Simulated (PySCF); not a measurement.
H2S, SMILES S (connectivity only; charge and spin as stated), charge +1, multiplicity 2. Atoms are numbered in the order given.

```xyz
3

S      0.0000     0.0000     0.1044
H      0.0000    -0.9877    -0.8354
H      0.0000     0.9877    -0.8354
```
Charge +1, spin multiplicity 2.

Geometry: PBE0-D3(BJ)/def2-TZVPD. The multiplicity is an assumed one; other spin states were not compared.

These are PBE0-D3(BJ)/def2-TZVPD (PySCF) values and carry that method's errors.

Frequencies are harmonic and unscaled.

```csv
mode,ν (cm⁻¹),IR (km/mol),moving atoms (share of kinetic energy)
1,1180,2.7,H 97 %
2,2592,65.2,H 97 %
3,2595,98.4,H 97 %
```
